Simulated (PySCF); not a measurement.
Below is a simulated gas-phase C 1s photoelectron spectrum of `C=C=CCN`.

Every computed line was given a Gaussian of 0.5 eV full width at half maximum and an area set by the number of equivalent atoms; the highest printed point is 100. The calculation used delta-SCF UKS SCAN, pcX-2 on the ionised atom, pcseg-1 elsewhere, spin-free X2C in PySCF.

binding energy (eV), intensity and a bar:
```
    289.6          0 
    289.7          1 
    289.8          2 #
    289.9          8 ##
    290.0         20 ######
    290.1         41 ############
    290.2         68 ####################
    290.3         92 ############################
    290.4        100 ##############################
    290.5         88 ##########################
    290.6         63 ###################
    290.7         36 ###########
    290.8         17 #####
    290.9          7 ##
    291.0          3 #
    291.1          4 #
    291.2          8 ##
    291.3         16 #####
    291.4         26 ########
    291.5         33 ##########
    291.6         34 ##########
    291.7         28 ########
    291.8         18 #####
    291.9         10 ###
    292.0          4 #
    292.1          1 
    292.2          0 
    292.3          0
```

Problem. How many maxima does the curve show, and how many computed lines lie under it?

Solution. The curve has 2 maxima (at 290.4 and 291.6 eV). Under it lie 4 lines from 4 inequivalent carbon sites. At this width some lines have no maximum of their own.

Problem. Decompose the envelope and assign each component. Numbering: `[CH2:1]=[C:2]=[CH:3][CH2:4][NH2:5]`.

Solution. 
```csv
position (eV),relative area,line,atoms,environment
290.34,1,C 1s,C2,central carbon of cumulated double bonds
290.38,1,C 1s,C1,outer carbon of cumulated double bonds
290.45,1,C 1s,C3,outer carbon of cumulated double bonds
291.56,1,C 1s,C4,sp3 carbon bound to nitrogen
```

The listed C 1s values span 1.22 eV, from C2 (bonded to 2 C (double bond)) to C4 (bonded to N, C and 2 H). The values 290.34 and 290.38 eV lie too close for their order to be trusted.

Shake-up satellites, vibrational structure and lifetime widths aren't simulated. Spin contamination (⟨S²⟩ against 0.75 for a pure doublet) is marked for C 1s of C2 (0.88), which makes this value less certain. Isolated species at its PBE0-D3(BJ)/def2-SVP geometry (one conformer only).

Shape of the structure used: `[CH2:1]=[C:2]=[CH:3][CH2:4][NH2:5]`: C2–C3–C4–N5 -115°, H–N5–C4–C3 56°, H–N5–C4–C3 -60°.
